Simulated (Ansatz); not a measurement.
## Scan of HAlN, quartet

Starting geometry (PBE0/def2-TZVP stationary point for this spin, not checked as a minimum):

```json
{"atom": "Al", "x (Å)": "0.0000", "y (Å)": "-0.1047", "z (Å)": "0.6174"}
{"atom": "N", "x (Å)": "0.0000", "y (Å)": "0.1075", "z (Å)": "-1.2897"}
{"atom": "H", "x (Å)": "0.0000", "y (Å)": "1.3076", "z (Å)": "1.3949"}
```

From there all distances are scaled together; atoms are numbered as listed. Energies are in eV, counted from the starting geometry at the same level.

Basis 6-31G; Ansatz 0.2.0. Correlated methods freeze the noble-gas cores. Prefix R: restricted or restricted open-shell reference; prefix U: unrestricted.

Unrestricted rows (U) aren't spin-pure: their determinants' ⟨S²⟩ exceeds S(S+1) by up to 0.97, so they mix in states of higher spin. Coupled cluster chose its determinant by trial CCSD, here up to 1.02 eV above the lowest Hartree–Fock solution of its kind, and MP2 stands on that determinant too. A value is left out where its run failed or describes another state than the reference as far as symmetry and spin tell, or, spin-broken singlets apart, can't be checked.

Full CI is exact within this basis and frozen core; it isn't the basis-set limit. The frozen core follows each run's orbitals, which can shift R against U totals by a few meV.

```tsv
scale of all distances	full CI	unpaired electrons (full CI)	error UMP2	error RCCSD(T)	error UCCSD(T)	error BCCD(T)	error UCCSDT	error RCCSDT(Q)
0.885	1.281	3.02	-0.069	-0.004	-0.004	-0.005	-0.001	0.000
1.000	0.000	3.03	0.000	0.000	0.000	0.000	0.000	0.000
1.113	-0.041	3.05	0.175	0.007	0.008	0.008	0.001	0.000
1.320	0.663	3.13	0.303	0.010	0.009	0.010	0.000	0.000
1.514	1.206	3.16	0.403	-0.004	-0.005	-0.004	-0.003	0.000
1.723	1.683	3.28	0.387	-0.011	-0.011	-0.010	-0.004	0.000
2.035	2.237	3.68	0.248	-0.016*	-0.007*	-0.011*	-0.005*	0.000*
2.436	2.609	4.42	0.014	–	0.001*	–	-0.005*	–
```

An asterisk marks runs whose energy the program itself flagged as in doubt.

Unpaired electrons are Σ n²(2−n)² over natural occupations. Errors are those of relative energies. In total energy the starting point itself misses full CI by: UMP2 0.643, RCCSD(T) 0.023, UCCSD(T) 0.022, BCCD(T) 0.024, UCCSDT 0.004, RCCSDT(Q) 0.001 eV.

Spread of the error over the points with a reference, to 2.436 (largest less smallest): RCCSDT(Q) 0.001 (7 of 8 points), UCCSDT 0.006, UCCSD(T) 0.020, BCCD(T) 0.021 (7 of 8 points), RCCSD(T) 0.026 (7 of 8 points), UMP2 0.473 eV.

Going outwards, the relative energy of UMP2 first misses by more than 0.043 eV (1 kcal/mol) at 1.113.

UMP2 is close again at 2.436 (0.014 eV) but misses by 0.403 eV at 1.514, where its determinant is a mixture of spins (⟨S²⟩ 4.02).
